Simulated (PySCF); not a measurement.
**2 CF₂ → CF + CF₃**

Level: PBE0 in the def2-TZVP basis family, all electrons, no relativity, computed in PySCF with density fitting; open shells unrestricted.

| species | state and structure | E (Eh) | ZPE (kJ/mol) | H(298 K) − H(0) (kJ/mol) | S° (J/(mol K)) |
| --- | --- | --- | --- | --- | --- |
| CF₂ | singlet, C2v, C–F 1.296 Å (×2); F–C–F 104.8° | -237.56926 | 18.6 | 10.3 | 240.6 |
| CF | doublet, C∞v, C–F 1.268 Å | -137.69611 | 8.0 | 8.7 | 207.3 |
| CF₃ | doublet, C3v, C–F 1.313 Å (×3); F–C–F 111.4° (×3) | -337.39293 | 32.4 | 11.5 | 264.3 |

Task: What is the electronic reaction energy?

Result: At PBE0/def2-TZVP, ΔE = 129.9 kJ/mol from the differences of the total energies times 2625.5, uphill. The bond broken in CF₂ is stronger than the one that a second molecule gains.

Task: Add zero-point, thermal and entropy terms for 298.15 K and 1 bar.

Result: ΔZPE = 3.2 and Δ[H(298) − H(0)] = -0.4 kJ/mol give ΔH° = 132.7 kJ/mol. ΔS° = -9.6 J/(mol K), so ΔG° = 132.7 − 298.15 × (-0.0096) = 136 kJ/mol and log₁₀K = -23.7.

The entropy of CF lacks the orbital degeneracy of a ²Π state, up to R ln 2. The structures come from searches over a few start shapes, so lower isomers are not excluded.
